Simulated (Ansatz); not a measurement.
Molecule: ethylene, C$_{2}$H$_{4}$, net charge 0, singlet state. SMILES: C=C
Structure (B3LYP-D3(BJ)/def2-TZVP (Ansatz, a program for electronic structure) minimum search):
```xyz
6

C     -0.0012    -0.0058     0.6623
C      0.0012     0.0058    -0.6623
H      0.0167     0.9104     1.2401
H     -0.0212    -0.9321     1.2238
H      0.0212     0.9321    -1.2238
H     -0.0167    -0.9104    -1.2401
```
Charge 0, spin multiplicity 1.

Atomisation energy built up term by term with Ansatz (kcal/mol; UHF references for open shells; valence terms freeze the core; atomic spin-orbit terms are left out). CBS(X,Y): correlation extrapolated as X^-3; Hartree-Fock from the larger set.

| term | basis | kcal/mol |
|---|---|---|
| Hartree-Fock | cc-pVQZ | 428.54 |
| CCSD correlation | CBS(cc-pVTZ,cc-pVQZ) | 126.07 |
| (T) | CBS(cc-pVTZ,cc-pVQZ) | 7.51 |
| CCSDT - CCSD(T) | cc-pVDZ | 0.00 |
| core correlation | cc-pwCVTZ | 2.25 |
| scalar relativity (X2C) | cc-pVTZ-DK against cc-pVTZ | -0.33 |
| sum: De |  | 564.0 |

(T) makes 1.3 % of the CCSD(T) atomisation energy; under 5 % is typical of single-reference molecules.
